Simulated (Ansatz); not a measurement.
# PF₃ (singlet): wave-function methods side by side, cc-pV(T+d)Z

How much of the correlation energy of PF₃ (singlet) does each wave-function method recover here?

The runs use Ansatz 0.2.0, Gaussian basis; cc-pV(T+d)Z, core rule «outside noble gas», up to 8 orbitals frozen.

The runs, in order: UHF; CCSD(T) on RHF; CCSDT(Q) on RHF.

2 further runs of the same task are left out: 2 set aside as unsound or not needed.

## 1. The system

The geometry is an MP2(full)/6-31G* stationary point (not a proven minimum).

4 atoms, charge 0, spin multiplicity 1.

Atoms are counted from 1 here; the program's logs count them from 0.

Bond lengths: P1–F2 1.593 Å, P1–F3 1.593 Å, P1–F4 1.593 Å. Angles: F2–P1–F3 97.6°, F2–P1–F4 97.6°, F3–P1–F4 97.6°.

## 2. UHF

Input file in.yaml:

```yaml
crystal:
  periodic: [false, false, false]
  atoms:
    - {symbol: P, position_ang: [0.000000, 0.000000, 0.510743]}
    - {symbol: F, position_ang: [0.000000, 1.383861, -0.277561]}
    - {symbol: F, position_ang: [1.198459, -0.691931, -0.277561]}
    - {symbol: F, position_ang: [-1.198459, -0.691931, -0.277561]}
basis:
  gaussian: {orbitals: "cc-pV(T+d)Z.json"}
magnetization: {spin_polarized: true, initial_magnetization: 0}
hamiltonian: {xc: hf}
output: {orbitals: {seedname: orbitals}}
```

The run is started by

```
$ ansatz run in.yaml --threads 1 --pin off --events-out ev --progress --plain --max-ram 2624MiB --backend cpu
```

The runs that follow: CCSD(T) on RHF; CCSDT(Q) on RHF.

**Question.** What will the summary of the whole plan be? Wanted: RCCSDT(Q) below the RHF energy; RMP2 from RCCSDT(Q); RCCSD from RCCSDT(Q); RCCSD(T) from RCCSDT(Q); T1 diagnostic.

As calculated:

| quantity | value |
| --- | --- |
| RCCSDT(Q) below the RHF energy | -25.3724 eV |
| RMP2 from RCCSDT(Q) | +92.1 kJ/mol |
| RCCSD from RCCSDT(Q) | +80.8 kJ/mol |
| RCCSD(T) from RCCSDT(Q) | +4.2 kJ/mol |
| levels within 1 kcal/mol (43 meV) | RCCSDT |
| T1 diagnostic | 0.014 |

RCCSD(T) misses by +4.2 kJ/mol, 0.2 % of the correlation energy. These misses are within one basis, not against nature.
